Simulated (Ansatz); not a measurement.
## [AlH2···H···SiH], doublet in cc-pVDZ: errors against UCCSDT(Q)

Geometry: a point of a hydrogen-transfer path between rigid fragments, not a stationary point.

```yaml
atoms:
  - { symbol: Al, position_ang: [-1.7258, 0.0252, 0.0000] }
  - { symbol: H, position_ang: [-2.5187, 1.3986, 0.0000] }
  - { symbol: H, position_ang: [-2.5187, -1.3482, 0.0000] }
  - { symbol: H, position_ang: [-0.1400, 0.0252, 0.0000] }
  - { symbol: Si, position_ang: [1.7662, 0.0252, 0.0000] }
  - { symbol: H, position_ang: [2.1626, -1.4543, 0.0000] }
```

Basis cc-pVDZ; Ansatz 0.2.0. Correlated methods freeze the noble-gas cores, which leaves 11 electrons in 46 orbitals. R marks a restricted (for open shells ROHF) determinant, U an unrestricted one. Active spaces: pair = (3e, 3o) about the gap; frontier = (9e, 9o) about the gap.

Full CI isn't at hand for all of this; UCCSDT(Q) serves as the reference, and is uncertain by about the last step of the cluster series. The frozen core follows each run's orbitals, which can shift R against U totals by a few meV.

For open shells CISD is restricted-active-space CI with the open shells as a complete middle space.

The UHF ⟨S²⟩ is 0.777 and the T1 diagnostic (RCCSD) is 0.0204. The largest doubles amplitude (RCCSD) is 0.057 and the T1 diagnostic (UCCSD) is 0.0226.

```csv
level,E − E(RHF) (eV)
UHF,-0.1179
RMP2,-4.2203
UMP2,-4.1992
RCCSD,-5.4645
UCCSD,-5.4673
RCCSD(T),-5.5792
UCCSD(T),-5.5790
```

Q: Estimate how far UCCSDT(Q) in cc-pVDZ lies from RCCSD(T). The table doesn't fix it; the size of (T) and the diagnostics are the guide.

A: UCCSDT(Q) in cc-pVDZ lies 38 meV below RCCSD(T), which is 33 % of the (T) step (-115 meV). The diagnostics give no warning, yet the rest is a sizeable part of (T).

The other levels:

```tsv
level	E − E(UCCSDT(Q)) (meV)	share of correlation (%)	wall time
CISD	620	88.95	6.5 s
BCCD(T)	38	99.33	12 s
RCCSDT	5	99.91	–
UCCSDT	5	99.92	–
RCCSDT(Q)	0	99.99	80 s
CASSCF (pair space)	5214	7.17	–
MRCISD (pair space)	544	90.32	–
MRCISD+Q (pair space)	13	99.78	13 s
CASSCF (frontier space)	4034	28.19	–
NEVPT2 (frontier space)	1314	76.61	19 s
```

The correlation energy at UCCSDT(Q), counted from RHF, is -5.617 eV. That run took 83 s on 1 thread of Intel Xeon Platinum 8375C, shared host.

Times hold each run's SCF and search for its determinant on a shared host, so for small cases they say little of a method's own cost; they ran on 1 thread of Intel Xeon Platinum 8375C.
